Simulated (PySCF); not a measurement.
**One shape, several levels: AlHF (SMILES [F][AlH])**

Wanted: a comparison of 6 runs (UB2PLYP/STO-3G, UB3LYP/STO-3G, UM06-2X/STO-3G, USVWN5/STO-3G, NEVPT2(11,9)/STO-3G, FCI/STO-3G) of AlHF. Input form: a Python script.

The results are computed with PySCF 2.14.0.

9 further runs of the same task are left out: 9 set aside as unsound or not needed.

### Step 1. The system as given

AlHF has 3 atoms, charge 0, and is taken as a doublet. As SMILES, `[F][AlH]`. The Al2–H3 distance was set to 3.536 Å, away from the relaxed value. At this shape a bond of the SMILES string is far longer than usual.

Bond lengths: F1–Al2 1.656 Å.

### Step 2. The energy at UB2PLYP/STO-3G (run 1)

The input, input.py:

```python
from pyscf import gto, dft, mp

system = gto.M(
    atom=[
    ('F', (0.970581, 2.806145, 0.825363)),
    ('Al', (-0.369019, 2.230945, 0.040263)),
    ('H', (-0.485400, -1.276100, -0.399300)),
],
    basis='sto-3g',
    max_memory=1860,
    verbose=3,
    spin=1,
)

mf = dft.UKS(system)
mf.xc = '0.53*HF + 0.47*B88, 0.73*LYP'
mf.grids.level = 5
mf.conv_tol = 1e-10
mf.kernel()
if not mf.converged:
    mf = mf.newton().run(mf.mo_coeff, mf.mo_occ)

pt = mp.MP2(mf, frozen=6).run()
energy = mf.e_tot + 0.27 * pt.e_corr
print('PT2 part  %.8f' % (0.27 * pt.e_corr))
print('E(%s) = %.9f' % ('B2PLYP', energy))
```

On the command line:

```
$ OMP_NUM_THREADS=1 python input.py
```

Log:

```text
converged SCF energy = -338.094292301619  <S^2> = 0.75007083  2S+1 = 2.0000708
E(UMP2) = -338.166836685302  E_corr = -0.0725443836829173
E(SCS-UMP2) = -338.167680011751  E_corr = -0.0733877101319393
PT2 part  -0.01958698
E(B2PLYP) = -338.113879285
```

It took 4.2 s on 1 thread of Arm Neoverse N1, shared host; peak memory 0.18 GiB.

### Step 3. A single-point energy at UB3LYP/STO-3G (run 2)

The input, calc.py:

```python
from pyscf import gto, dft

mol = gto.M(
    atom='''
F      1.834132     5.302846     1.559710
Al    -0.697345     4.215875     0.076086
H     -0.917273    -2.411480    -0.754568
''',
    verbose=3,
    spin=1,
    max_memory=1860,
    basis='sto-3g',
    unit='bohr',
)

calc0 = dft.UKS(mol)
calc0.xc = 'b3lyp'
calc0.conv_tol = 1e-10
calc0.grids.level = 5
calc0.kernel()
if not calc0.converged:
    calc0 = calc0.newton().run(calc0.mo_coeff, calc0.mo_occ)

e_final = calc0.e_tot
print('E = %.10f Eh' % e_final)
```

On the command line:

```
$ OMP_NUM_THREADS=1 python calc.py
```

Log:

```text
converged SCF energy = -338.346289893681  <S^2> = 0.75008099  2S+1 = 2.000081
E = -338.3462898937 Eh
```

Run time: 4.8 s. Hardware: 1 thread of Arm Neoverse N1, shared host; peak memory 0.18 GiB.

Run 3 isn't shown in full; the table further down has it.

### Step 4. The energy at USVWN5/STO-3G (run 4)

The input, geometry.xyz:

```xyz
3
AlFH
F      0.970581     2.806145     0.825363
Al    -0.369019     2.230945     0.040263
H     -0.485400    -1.276100    -0.399300
```

The input, run.py:

```python
from pyscf import gto, dft

mol = gto.M(
    atom='geometry.xyz',
    spin=1,
    max_memory=1860,
    basis='sto-3g',
    verbose=3,
)

mf = dft.UKS(mol)
mf.xc = 'svwn'
mf.grids.level = 5
mf.conv_tol = 1e-10
mf.kernel()
if not mf.converged:
    mf = mf.newton().run(mf.mo_coeff, mf.mo_occ)

energy = mf.e_tot
print(f'total energy: {energy:.8f} hartree')
```

On the command line:

```
$ OMP_NUM_THREADS=1 python run.py
```

Log:

```text
converged SCF energy = -336.594171904114  <S^2> = 0.7500523  2S+1 = 2.0000523
total energy: -336.59417190 hartree
```

It took 2.7 s on 1 thread of Arm Neoverse N1, shared host; peak memory 0.13 GiB.

Run 5 isn't shown in full; the table further down has it.

### Step 5. A single-point energy at FCI/STO-3G (run 6)

The input, start.xyz:

```xyz
3

F      0.970581     2.806145     0.825363
Al    -0.369019     2.230945     0.040263
H     -0.485400    -1.276100    -0.399300
```

The input, input.py:

```python
from pyscf import gto, mcscf

mol = gto.M(
    atom='start.xyz',
    spin=1,
    max_memory=1860,
    verbose=4,
    basis='sto-3g',
)

mf = mol.ROHF()
mf.conv_tol = 1e-10
mf.kernel()
if not mf.converged:
    mf = mf.newton().run(mf.mo_coeff, mf.mo_occ)

cas = mcscf.CASCI(mf, mf.mo_coeff.shape[-1] - 6, (mol.nelec[0] - 6, mol.nelec[1] - 6))  # full CI above the frozen core
cas.fix_spin_(ss=0.75)
cas.kernel()
e_final = cas.e_tot
print('Final energy', e_final)
```

On the command line:

```
$ OMP_NUM_THREADS=1 python input.py
```

Log:

```text
PySCF version 2.14.0

[INPUT] num. atoms = 3
[INPUT] num. electrons = 23
[INPUT] charge = 0
[INPUT] spin (= nelec alpha-beta = 2S) = 1
[INPUT] symmetry False subgroup None
[INPUT] Mole.unit = angstrom
[INPUT] Symbol           X                Y                Z      unit          X                Y                Z       unit  Magmom
[INPUT]  1 F      0.970581000000   2.806145000000   0.825363000000 AA    1.834132271706   5.302845515818   1.559710023349 Bohr   0.0
[INPUT]  2 Al    -0.369019000000   2.230945000000   0.040263000000 AA   -0.697344844761   4.215875048968   0.076086042953 Bohr   0.0
[INPUT]  3 H     -0.485400000000  -1.276100000000  -0.399300000000 AA   -0.917273060864  -2.411479507557  -0.754567641539 Bohr   0.0

nuclear repulsion = 40.3941527778179
number of shells = 9
number of NR pGTOs = 45
number of NR cGTOs = 15
basis = sto-3g
ecp = {}

******** <class 'pyscf.scf.rohf.ROHF'> ********
method = ROHF
initial guess = minao
damping factor = 0
level_shift factor = 0
DIIS = <class 'pyscf.scf.diis.CDIIS'>
diis_start_cycle = 1
diis_space = 8
diis_damp = 0
SCF conv_tol = 1e-10
SCF conv_tol_grad = None
SCF max_cycles = 50
direct_scf = True
direct_scf_tol = 1e-13
num. doubly occ = 11  num. singly occ = 1
Set gradient conv threshold to 1e-05
init E= -336.891108217287
  HOMO = -0.151308972951541  LUMO = 0.218041840244189  gap/eV = 10.05055
cycle= 1 E= -337.429158344653  delta_E= -0.538  |g|= 0.349  |ddm|= 1.22
  HOMO = -0.075254082531085  LUMO = 0.36125910129231  gap/eV = 11.87813
cycle= 2 E= -337.48030761749  delta_E= -0.0511  |g|= 0.152  |ddm|= 0.863
  HOMO = -0.0478789133729134  LUMO = 0.379348157123986  gap/eV = 11.62544
cycle= 3 E= -337.498282537746  delta_E= -0.018  |g|= 0.0594  |ddm|= 0.649
  HOMO = -0.0531329151606434  LUMO = 0.380539981013708  gap/eV = 11.80084
cycle= 4 E= -337.50685475531  delta_E= -0.00857  |g|= 0.023  |ddm|= 0.36
  HOMO = -0.0822753587727671  LUMO = 0.388807273244645  gap/eV = 12.81881
cycle= 5 E= -337.507552092086  delta_E= -0.000697  |g|= 0.0145  |ddm|= 0.169
  HOMO = -0.0865239664082468  LUMO = 0.389763721852391  gap/eV = 12.96045
cycle= 6 E= -337.508165406679  delta_E= -0.000613  |g|= 0.00261  |ddm|= 0.063
  HOMO = -0.0859276639971707  LUMO = 0.389399197056723  gap/eV = 12.93430
cycle= 7 E= -337.50815996159  delta_E= 5.45e-06  |g|= 0.00252  |ddm|= 0.0205
  HOMO = -0.0845549152238588  LUMO = 0.389085277228522  gap/eV = 12.88841
cycle= 8 E= -337.508178448344  delta_E= -1.85e-05  |g|= 0.000399  |ddm|= 0.0138
  HOMO = -0.0850092922127934  LUMO = 0.389227348768107  gap/eV = 12.90464
cycle= 9 E= -337.508178905855  delta_E= -4.58e-07  |g|= 3.29e-05  |ddm|= 0.00183
  HOMO = -0.0850309289050883  LUMO = 0.389231478688051  gap/eV = 12.90534
cycle= 10 E= -337.50817890562  delta_E= 2.35e-10  |g|= 2.95e-05  |ddm|= 0.000216
  HOMO = -0.0850222568970282  LUMO = 0.389229257255354  gap/eV = 12.90504
cycle= 11 E= -337.508178907925  delta_E= -2.3e-09  |g|= 1.47e-06  |ddm|= 0.000126
  HOMO = -0.0850229590098126  LUMO = 0.389229373589217  gap/eV = 12.90506
cycle= 12 E= -337.508178907928  delta_E= -2.84e-12  |g|= 3.25e-07  |ddm|= 3.48e-06
  HOMO = -0.0850231224173179  LUMO = 0.389229398609894  gap/eV = 12.90507
Extra cycle  E= -337.508178907928  delta_E= 2.27e-13  |g|= 1.94e-07  |ddm|= 1.15e-06
converged SCF energy = -337.508178907928

******** <class 'pyscf.mcscf.casci.CASCI'> ********
CAS (6e+5e, 9o), ncore = 6, nvir = 0
natorb = False
canonicalization = True
sorting_mo_energy = False
******** <class 'pyscf.fci.addons.SpinPenaltyFCISolver'> ********
max. cycles = 200
conv_tol = 1e-08
davidson only = True
linear dependence = 1e-12
level shift = 0.001
max iter space = 12
nroots = 1
pspace_size = 400
spin = None
Density matrix diagonal elements [1.9978547  1.97758892 1.98137655 1.98137475 1.93086268 1.00001123
 0.04924136 0.04919382 0.03249598]
CASCI converged
CASCI E = -337.569087556118  E(CI) = -33.6554454779018  S^2 = 0.7500000
Final energy -337.56908755611755
```

Run time: 1.2 s. Hardware: 1 thread of Arm Neoverse N1, shared host; peak memory 0.12 GiB.

### Step 6. Overview of the runs

| run | level | frozen core orbitals | integration grid | energy (Eh) | dipole moment (D) of the reference | HOMO energy (eV) | LUMO energy (eV) | wall time |
| --- | --- | --- | --- | --- | --- | --- | --- | --- |
| 1 | UB2PLYP/STO-3G | 6 | 5 | -338.113879 | 0.97 | -2.83 | 4.61 | 4.2 s |
| 2 | UB3LYP/STO-3G | – | 5 | -338.346290 | 0.64 | -1.58 | 2.21 | 4.8 s |
| 3 | UM06-2X/STO-3G | – | 5 | -338.358544 | 0.90 | -2.93 | 7.45 | 6 s |
| 4 | USVWN5/STO-3G | – | 5 | -336.594172 | 0.38 | -0.62 | 1.43 | 2.7 s |
| 5 | NEVPT2(11,9)/STO-3G | – | – | -337.575089 | 1.32 | – | – | 7.5 s |
| 6 | FCI/STO-3G | 6 | – | -337.569088 | 1.32 | – | – | 1.2 s |

### Step 7. Results

| quantity | value |
| --- | --- |
| run 6: total energy | -337.56909 Eh |
| run 6: dipole moment (Hartree–Fock density) | 1.32 D |
| run 6: correlation energy (6 core orbitals frozen) | -60.9 mEh |

Over runs 1, 2, 3, 4 the dipole moment (its size) runs from 0.38 D (USVWN5/STO-3G) to 0.97 D (UB2PLYP/STO-3G). A double hybrid's value is that of its SCF part. Totals of different functionals can't be ranked against each other. In runs 1, 2, 3, 4, 5, 6 the basis is minimal, so the values are rough. All runs together took 26 s, the longest 7.5 s.
